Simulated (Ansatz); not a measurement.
We consider rock-salt NaCl, described by G0W0@HSE06 (Ansatz, a quantum-chemistry and plane-wave program, hard PAW, contour deformation).

The cell has the measured lattice parameters. Conventional cell: a = 5.6401 Å, b = 5.6401 Å, c = 5.6401 Å, α = 90.00°, β = 90.00°, γ = 90.00°.

The quasiparticle gap at Γ at a fixed k mesh 2×2×2:

```json
[
 {"response cutoff": "150 eV, 344 empty bands", "value (eV)": "8.404"},
 {"response cutoff": "200 eV, 529 empty bands", "value (eV)": "8.475"},
 {"response cutoff": "250 eV, 740 empty bands", "value (eV)": "8.518"},
 {"response cutoff": "300 eV, 972 empty bands", "value (eV)": "8.544"}
]
```

Q: Taking the value to converge with the response cutoff E as E^(−3/2), extrapolate from the last two rows.

A: With y = y∞ + c/w and weights w = 3953 and 5196 for the last two rows, y∞ = (w2 y2 − w1 y1)/(w2 − w1) = (5196 × 8.544 − 3953 × 8.518)/1243 = 8.627 eV, which lies 0.083 beyond the last row. Successive pairs of rows give 8.607, 8.626, 8.627. The limit also hangs on the law assumed, so its last digits aren't firm.

The other settings are not extrapolated, so this is the limit in one setting alone.

Note: GW on a hybrid start was not checked against another program.
